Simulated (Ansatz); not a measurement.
Input file:

```yaml
crystal:
  periodic: [false, false, false]
  atoms:
    - {symbol: Cl, position_ang: [0.000000, 0.000000, 0.000000]}
    - {symbol: Ga, position_ang: [0.000000, 0.000000, 2.088600]}
basis:
  gaussian: {orbitals: cc-pVTZ}
total_charge: 1
magnetization: {spin_polarized: true, initial_magnetization: 3}
correlation: {method: ccsd_t, electrons: outside_noble_gas}
output: {forces: true}
```

```sh
$ ansatz run in.yaml --threads 1 --pin off --events-out ev --progress --plain --max-ram 2393MiB
```

Question: Roughly how long does this take on 1 thread of AMD EPYC, shared host, and how much host memory?

Answer: 53 s wall and 0.35 GiB.

```
492 factors; integrals over basis functions are off by at most 1.0e-3 eV
mean field evaluation 1: about -64826.8267 eV, gradient 1.0e1 eV
mean field evaluation 2: about -64826.9130 eV, gradient 1.0e1 eV
mean field evaluation 4: about -64828.0317 eV, gradient 1.8e0 eV
mean field evaluation 8: about -64828.0995 eV, gradient 3.8e-1 eV
mean field evaluation 16: about -64828.1266 eV, gradient 1.8e-4 eV
mean field evaluation 32: about -64827.9027 eV, gradient 1.5e-2 eV
mean field evaluation 64: about -64828.1266 eV, gradient 5.8e-5 eV
mean field evaluation 96: about -64826.5987 eV, gradient 1.2e1 eV
mean field evaluation 128: about -64827.9444 eV, gradient 1.2e0 eV
mean field evaluation 160: about -64827.7302 eV, gradient 4.3e0 eV
...
cycle   7  -5.34614222 eV  change    2.3e-7 eV  update   6.5e-7
cycle   8  -5.34614229 eV  change   -6.9e-8 eV  update   4.9e-7
cycle   9  -5.34614229 eV  change   -3.3e-9 eV  update   4.3e-7
cycle  10  -5.34614232 eV  change   -3.0e-8 eV  update   4.2e-7
cycle   1  -5.34614233 eV  update   3.8e-7
cycle   2  -5.34614233 eV  change    1.0e-9 eV  update   3.7e-7
cycle   3  -5.34614233 eV  change   4.3e-10 eV  update   3.6e-7
cycle   4  -5.34614234 eV  change   -8.0e-9 eV  update   3.2e-7
cycle   5  -5.34614240 eV  change   -6.0e-8 eV  update   2.4e-7
cycle   6  -5.34614238 eV  change    2.0e-8 eV  update   1.1e-7
perturbative correction -0.18921519 eV, -0.0069535299 hartree
the calculation of the forces begins
Total energy: -64833.66198728 eV, -2382.5931321980 hartree
Atom 0 at     0.000000     0.000000     0.000000 Å, force    -0.000000    -0.000000    -4.482149 eV/Å
Atom 1 at     0.000000     0.000000     2.088600 Å, force    -0.000000     0.000000     4.482149 eV/Å
Dipole moment:     0.000000    -0.000000    -0.242375 e Å
```

Forces (eV/Å):
```
Cl   0.000  0.000 -4.482
Ga   0.000  0.000  4.482
```
